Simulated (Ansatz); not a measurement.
The input, for Ansatz 0.2.0:

```yaml
crystal:
  periodic: [false, false, false]
  atoms:
    - {symbol: H, position_ang: [0.000000, 0.000000, -1.112333]}
    - {symbol: H, position_ang: [0.000000, 0.000000, -0.186333]}
    - {symbol: Cl, position_ang: [0.000000, 0.000000, 1.298667]}
basis:
  gaussian: {orbitals: cc-pVDZ}
magnetization: {spin_polarized: false, initial_magnetization: 1}
correlation: {method: ccsd_t, electrons: outside_noble_gas}
output: {forces: true}
```

```sh
$ ansatz run in.yaml --threads 1 --pin off --events-out ev --progress --plain --max-ram 2816MiB --backend cpu
```

(1) Roughly how long does this take on 1 thread of AMD EPYC 7R13, shared host, and how much host memory?

```
282 factors; integrals over basis functions are off by at most 1.0e-3 eV
mean field evaluation 1: about -12531.8675 eV, gradient 9.3e0 eV
mean field evaluation 2: about -12531.8775 eV, gradient 9.2e0 eV
mean field evaluation 4: about -12532.3478 eV, gradient 7.8e-1 eV
mean field evaluation 8: about -12532.3532 eV, gradient 6.9e-3 eV
mean field evaluation 16: about -12532.3481 eV, gradient 7.8e-1 eV
mean field evaluation 32: about -12531.4323 eV, gradient 2.3e0 eV
mean field evaluation 64: about -12530.7624 eV, gradient 7.7e-4 eV
mean field evaluation 96: about -12530.7624 eV, gradient 4.0e-3 eV
mean field -12532.35323564 eV, -460.5554866758 hartree, gradient 8.7e-7 eV, S^2 0.750000; 3 other end points of the search recorded, 0 dependent functions left out
determinant -12532.35323564 eV, -460.5554866758 hartree, with singles and doubles -12537.40077193 eV, -460.7409802128 hartree
determinant -12530.76235319 eV, -460.4970228241 hartree, with singles and doubles -12535.56987652 eV, -460.6736960476 hartree
5 core orbitals not correlated: weight in the atoms' cores, before any rotation towards them, 1.000 or more for the frozen orbitals, at most 0.000 for the correlated occupied ones
reference -12532.35323564 eV, -460.5554866758 hartree; 5, 4 occupied and 18, 19 virtual orbitals, 282 factors
second order -4.35913215 eV of doubles, -0.15105263 eV of singles
cycle   1  -5.04756719 eV  change   -3.1e-5 eV  update   2.8e-4
cycle   2  -5.04754979 eV  change    1.7e-5 eV  update   1.4e-4
cycle   3  -5.04751642 eV  change    3.3e-5 eV  update   4.4e-5
cycle   4  -5.04750162 eV  change    1.5e-5 eV  update   2.1e-5
cycle   5  -5.04752530 eV  change   -2.4e-5 eV  update   6.6e-6
cycle   6  -5.04753108 eV  change   -5.8e-6 eV  update   1.9e-6
cycle   7  -5.04753060 eV  change    4.7e-7 eV  update   5.7e-7
perturbative correction -0.08295079 eV, -0.0030483852 hartree
the calculation of the forces begins
Total energy: -12537.48371703 eV, -460.7440283893 hartree
Atom 0 at     0.000000     0.000000    -1.112333 Å, force    -0.000000    -0.000000     0.090433 eV/Å
Atom 1 at     0.000000     0.000000    -0.186333 Å, force    -0.000000    -0.000000    -0.436631 eV/Å
Atom 2 at     0.000000     0.000000     1.298667 Å, force    -0.000000    -0.000000     0.346198 eV/Å
Dipole moment:    -0.000000     0.000000    -0.277688 e Å
```

Forces (eV/Å):
```
H    0.000  0.000  0.090
H    0.000  0.000 -0.437
Cl   0.000  0.000  0.346
```

For the same geometry and basis full CI lies 18.3 meV lower.

Answers

(1) 0.98 s wall and 0.14 GiB.
